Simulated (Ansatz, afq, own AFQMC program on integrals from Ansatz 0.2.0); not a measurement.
## Breaking In2–Br4 in InBr2Cl, singlet

```xyz
4

Cl   -1.9379   -0.9914    0.8743
In   -0.0150   -0.0077    0.0068
Br    2.1836   -0.7858    0.7771
Br   -0.2307    1.7850   -1.6582
```

Products: InBrCl (doublet; Cl–In–Br) and Br (doublet), each relaxed with PBE0/def2-SVP like the molecule; electronic energies without zero-point terms. Determinants: RHF, UHF and UHF in that order.

Basis def2-TZVP with its core potentials. Only valence electrons are correlated. Integrals, coupled cluster, full CI and functionals: Ansatz 0.2.0; the random walks run on the same integrals in our own AFQMC program. ph-AFQMC/CISD is guided by a CISD state made of CCSD amplitudes; releasing the constraint for a short imaginary time cuts its bias at the price of noise, slowly where states lie close. Uncertainties: one standard error, sampling alone. No spin–orbit coupling. The errors of all members are added in quadrature.

No full CI on the walks' own integrals is used here. The released AFQMC energy serves as the reference, which it does only where one determinant dominates, the energy is flat over the last release times and near the phaseless one (40 meV or 2 meV an electron, half that with transition metals). On small molecules, where full CI could be run and the noise was under 10 meV, such values lay within 10 meV of it in 19 cases of 20, a flattering rate, since the rule was set on those same cases; what remains of the bias isn't in the error bar. Each member takes its own surest rung, up to full CI.

The best estimate is CCSD(T) at the basis-set limit (CBS: def2-TZVPP and def2-QZVPP, with their diffuse functions for anions and beside diffuse sets, CCSD(T) itself extrapolated) plus the step from CCSD(T) to AFQMC with the constraint released in def2-TZVP. Rows without CBS are in def2-TZVP; B2PLYP and the wave-function rows carry a basis error of their own. Core correlation and relativity beyond core potentials are missing, and ± holds the sampling alone.

Cautions: inner d shell frozen; no relativity below Rb; no spin-orbit coupling; InBr₂Cl (singlet): the released value is read at 0.90 1/Eh with a noise of 13 meV, more than in the cases checked (meV from the phaseless value at times in 1/Eh: -20 ± 11 at 0.21, -11 ± 9 at 0.42, -13 ± 12 at 0.63, -23 ± 13 at 0.90); InBrCl (doublet): the released value is read at 1.50 1/Eh (meV from the phaseless value at times in 1/Eh: -3 ± 6 at 0.24, -10 ± 6 at 0.51, -19 ± 8 at 0.99, -19 ± 9 at 1.50).

| level | bond energy (kcal/mol) |
| --- | --- |
| PBE | 73.8 |
| MP2 | 80.1 |
| r2SCAN | 76.1 |

(1) From these cheaper values, estimate the bond energy at the level of the best estimate.

(1) 80.6 ± 0.4 kcal/mol (best estimate, highest rung released AFQMC).

```json
{"level": "HF", "bond energy (kcal/mol)": "56.4", "error against the best estimate (kcal/mol)": "-24.2 ± 0.4"}
{"level": "CCSD", "bond energy (kcal/mol)": "75.0", "error against the best estimate (kcal/mol)": "-5.6 ± 0.4"}
{"level": "CCSD(T)", "bond energy (kcal/mol)": "76.8", "error against the best estimate (kcal/mol)": "-3.8 ± 0.4"}
{"level": "ph-AFQMC/CISD", "bond energy (kcal/mol)": "77.2 ± 0.3", "error against the best estimate (kcal/mol)": "-3.4 ± 0.5"}
{"level": "released AFQMC", "bond energy (kcal/mol)": "77.2 ± 0.4", "error against the best estimate (kcal/mol)": "-3.4"}
{"level": "HF/CBS", "bond energy (kcal/mol)": "56.3", "error against the best estimate (kcal/mol)": "-24.3 ± 0.4"}
{"level": "MP2/CBS", "bond energy (kcal/mol)": "83.4", "error against the best estimate (kcal/mol)": "2.8 ± 0.4"}
{"level": "CCSD(T)/CBS", "bond energy (kcal/mol)": "80.3", "error against the best estimate (kcal/mol)": "-0.3 ± 0.4"}
{"level": "PBE0", "bond energy (kcal/mol)": "75.1", "error against the best estimate (kcal/mol)": "-5.5 ± 0.4"}
{"level": "B3LYP", "bond energy (kcal/mol)": "69.5", "error against the best estimate (kcal/mol)": "-11.1 ± 0.4"}
{"level": "wB97M-V", "bond energy (kcal/mol)": "76.8", "error against the best estimate (kcal/mol)": "-3.8 ± 0.4"}
{"level": "B2PLYP", "bond energy (kcal/mol)": "73.8", "error against the best estimate (kcal/mol)": "-6.8 ± 0.4"}
```

Correlation beyond CCSD(T) changes it by less than twice the noise. Going to the basis-set limit adds 3.5 kcal/mol at CCSD(T). The perturbative (T) step is worth +1.8 kcal/mol.

Best estimates are given only where the step beyond CCSD(T) is under 0.3 eV and no member's determinant is very poor (T1 over 0.05, or 0.07 for open shells, ⟨S²⟩ too high by 0.3, two states mixed), so the hardest cases are missing from such tables.

The functionals ran in a triple-zeta set and keep a basis error of their own, a few kJ/mol for each bond in atomization energies and more for double hybrids, so close places among them and the extrapolated levels can swap.

Each member of a difference takes its own highest rung, so a best estimate needn't equal the limit plus the step of one row. A walk keeps the symmetry of its determinant, which the program's search chose and which needn't be the lowest solution, so a lower state of the same spin and another symmetry isn't excluded. Released energies are given only where the last usable release times agree within the noise; a slower fall can still hide under it. The exponents were fitted on light atoms, and def2 sets of heavy atoms don't grow evenly, so the limit is rough here.
